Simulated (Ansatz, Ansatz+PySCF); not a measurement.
```yaml
atoms:
  - { symbol: O, position_ang: [0.0000, 0.0000, -0.1168] }
  - { symbol: H, position_ang: [0.0000, 0.8204, 0.4674] }
  - { symbol: H, position_ang: [0.0000, -0.8204, 0.4674] }
```

UHF-MP2 on doublet H2O(+) was run in several spherical basis sets with Ansatz (development build ahead of 0.2.0). Frozen core: 1 orbital.

(1) Rank the basis sets by the total energy that they give, lowest first, with the distance from the lowest.
A. cc-pVTZ
B. 6-31G(d)
C. def2-SVP

Answers

(1) A (0.00 eV), B (2.85 eV), C (3.80 eV).

Totals follow the description of the cores as much as that of the bonds, so this order isn't one of quality for chemistry.
